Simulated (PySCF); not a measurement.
Compound: phosphorus trifluoride, PF3.
Atom-mapped SMILES: `[F:1][P:2]([F:3])[F:4]`

The same species was optimised twice, with GFN2-xTB and with PBE0-D3(BJ)/def2-SVP (PySCF), and the same property calculations (PySCF, gas phase) were run on both structures.

```json
{"coordinate": "P2–F3 (Å)", "GFN2-xTB": "1.598", "PBE0-D3(BJ)/def2-SVP": "1.596", "change": "-0.002"}
{"coordinate": "F1–P2 (Å)", "GFN2-xTB": "1.598", "PBE0-D3(BJ)/def2-SVP": "1.596", "change": "-0.002"}
{"coordinate": "P2–F4 (Å)", "GFN2-xTB": "1.598", "PBE0-D3(BJ)/def2-SVP": "1.596", "change": "-0.002"}
{"coordinate": "F1–P2–F4 (°)", "GFN2-xTB": "94.0", "PBE0-D3(BJ)/def2-SVP": "97.4", "change": "+3.4"}
{"coordinate": "F3–P2–F4 (°)", "GFN2-xTB": "93.9", "PBE0-D3(BJ)/def2-SVP": "97.3", "change": "+3.4"}
{"coordinate": "F1–P2–F3 (°)", "GFN2-xTB": "93.9", "PBE0-D3(BJ)/def2-SVP": "97.3", "change": "+3.4"}
```

Rotational constants: A = 7591, B = 7590, C = 4873 MHz (GFN2-xTB) against A = 7523, B = 7506, C = 4631 MHz (PBE0-D3(BJ)/def2-SVP). Point groups within 0.08 Å: C3v and C3v.

On the GFN2-xTB structure: HOMO (eV) -9.72 [PBE0/pcSseg-1]; LUMO (eV) -0.54 [PBE0/pcSseg-1]; dipole (D) 1.78 [PBE0/pcSseg-1]; GIAO shielding of F1/F3/F4 (mean) (ppm) 198.4 [PBE0/pcSseg-1]; GIAO shielding of P2 (ppm) 175.5 [PBE0/pcSseg-1].

What do these properties become on the PBE0-D3(BJ)/def2-SVP structure?

| property | level | on GFN2-xTB | on PBE0-D3(BJ)/def2-SVP | change |
| --- | --- | --- | --- | --- |
| HOMO (eV) | PBE0/pcSseg-1 | -9.72 | -9.42 | +0.30 |
| LUMO (eV) | PBE0/pcSseg-1 | -0.54 | -0.23 | +0.31 |
| dipole (D) | PBE0/pcSseg-1 | 1.78 | 1.36 | -0.42 |
| energy, GFN2-xTB geometry as zero (kcal/mol) | PBE0/pcSseg-1 | 0.0 | -1.3 | -1.3 |
| GIAO shielding of F1/F3/F4 (mean) (ppm) | PBE0/pcSseg-1 | 198.4 | 202.1 | +3.7 |
| GIAO shielding of P2 (ppm) | PBE0/pcSseg-1 | 175.5 | 175.8 | +0.3 |

The heavy atoms differ by 0.040 Å rms after alignment. Among all bonds F1–P2, P2–F3 and P2–F4 change most and about equally (-0.002 Å). Changes are differences of the printed values. Neither structure is proved a minimum here.
